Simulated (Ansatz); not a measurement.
Cartesian coordinates (Å):
```xyz
4

Si    -0.0003    -0.0002     0.3377
H     -0.5686     1.2970    -0.1122
H      1.4076    -0.1558    -0.1114
H     -0.8386    -1.1409    -0.1141
```
Charge 0, spin multiplicity 2.

Level of theory: frozen-core CCSD(T)/cc-pVTZ // PBE0-D3(BJ)/def2-TZVP (Ansatz, a quantum-chemistry and plane-wave program).

The HF energy is -290.64029 Ha. The MP2 correlation energy comes out as -0.11651 Ha.

Question: Estimate the CCSD correlation energy, the (T) correction, the total energy and the T1 diagnostic.

Answer: 
```
Quantity                         Value
-----------------------  -------------
CCSD correlation energy    -0.14271 Ha
(T) correction             -0.00351 Ha
CCSD(T) total energy     -290.78651 Ha
T1 diagnostic                    0.014
```
